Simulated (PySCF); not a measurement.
Species: i-BuOMe, C₅H₁₂O.
Atom-mapped SMILES: `[CH3:1][O:2][CH2:3][CH:4]([CH3:5])[CH3:6]` (hydrogens: H7, H8, H9 on C1; H10, H11 on C3; H12 on C4; H13, H14, H15 on C5; H16, H17, H18 on C6)

Level: wB97X-D/pcSseg-2 in PySCF, non-relativistic, on one gas-phase PBE0-D3(BJ)/def2-TZVP geometry that isn't relaxed in the solvent. The solvent is an IEF-PCM continuum (cavity from Bondi-type radii × 1.2). Only the electrostatic response of the medium enters.

Gas phase at wB97X-D/pcSseg-2: HOMO -9.31 eV, LUMO 2.32 eV, dipole 1.05 D.

**Question.** What does the continuum do to the energy, the frontier levels and the dipole at wB97X-D/pcSseg-2 in chloroform?

**Answer.** 
```json
{"solvent": "chloroform", "ε": "4.711", "E(solvent) − E(gas) (kJ/mol)": "-7.80", "polarisation term (kJ/mol)": "-8.63", "distortion of the solute (kJ/mol)": "0.83", "HOMO (eV)": "-9.30", "LUMO (eV)": "2.45", "dipole (D)": "1.37"}
```

The first energy column is the sum of the next two and covers electrostatics alone.

**Question.** Which radius a makes the point-dipole formula ΔE = −[(ε − 1)/(2ε + 1)]·μ²/a³ give the value in chloroform, with the gas-phase dipole?

**Answer.** μ = 0.412 au and |ΔE| = 0.00297 Eh give a = 1.45 Å; the farthest nucleus lies 3.58 Å from the centroid of the nuclei, so such a sphere wouldn't even hold the nuclei. The formula assumes a rigid point dipole at the centre of a sphere.

Time: 3.7 min wall, 6.1 min CPU; peak memory 2.7 GiB. Hardware: an Intel Xeon at 2.50 GHz with 2 threads, on a shared host. This is the whole shielding run at wB97X-D/pcSseg-2 in chloroform, SCF included.

Shape of the structure used: `[CH3:1][O:2][CH2:3][CH:4]([CH3:5])[CH3:6]`: C1–O2–C3–C4 -178°, O2–C3–C4–C5 61°.

wB97X-D is run here without its empirical dispersion term; that term would change no orbital, density or response property at a fixed geometry.
